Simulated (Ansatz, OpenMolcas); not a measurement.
**Heat of formation of SF2 (sulfur difluoride) from total energies**

The species is SF2 (3 atoms), meant as a singlet with charge 0. As SMILES, `FSF`. The coordinates come from a PBE0-D4/def2-TZVP relaxation.

```xyz
3

F     0.4401    1.1164    0.3654
S    -0.6020    0.1265   -0.3152
F     0.1618   -1.2430   -0.0502
```

Total energies at BLYP/def2-TZVP (OpenMolcas 26.06); the atoms run unrestricted:

```tsv
species	state	energy (Eh)
SF2	singlet	-597.926712
F	doublet	-99.760861
S	triplet	-398.116156
```

Harmonic wavenumbers at PBE0-D4/def2-TZVP, in cm⁻¹: 355, 834, 862.

Measured heats of formation of the gaseous atoms at 298.15 K, in kJ/mol: F 79.4, S 277.0. Spin-orbit lowering of the atoms at 298 K (mean of the ground term's levels less their thermal mean, from spectra), in kJ/mol: F 1.29, S 1.88. Take 1 Eh = 2625.50 kJ/mol, 1 cm⁻¹ = 0.0119627 kJ/mol, RT = 2.479 kJ/mol.

Task: What heat of formation follows?

Result: 
1. Electronic atomisation energy: 2 × (-99.760861) + (-398.116156) − (-597.926712) = 0.288834 Eh = 758.3 kJ/mol.
2. Zero-point energy: half the sum of the wavenumbers, 1025.5 cm⁻¹ = 12.3 kJ/mol.
3. Thermal vibrational enthalpy, Σ hcν̃/(exp(hcν̃/kT) − 1): 1.3 kJ/mol. Translation, rotation and pV of a non-linear molecule: 4 RT = 9.9 kJ/mol.
4. The 3 free atoms carry 5/2 RT each: 18.6 kJ/mol.
5. Spin-orbit coupling lowers the free atoms by 2 × 1.29 + 1.88 = 4.5 kJ/mol.
6. Atomisation enthalpy at 298 K: 758.3 − 4.5 − 12.3 − 1.3 − 9.9 + 18.6 = 748.9 kJ/mol.
7. Sum of the atoms' heats of formation: 435.8 kJ/mol. Heat of formation: 435.8 − 748.9 = -313.1 kJ/mol.

The tabulated value is -296.6 kJ/mol (NIST-JANAF tables), so this level is off by -16.5 kJ/mol, or 2.2 % of the atomisation enthalpy. Gradient-corrected functionals often overbind somewhat. Anharmonicity and any spin-orbit splitting of the molecule are left out.
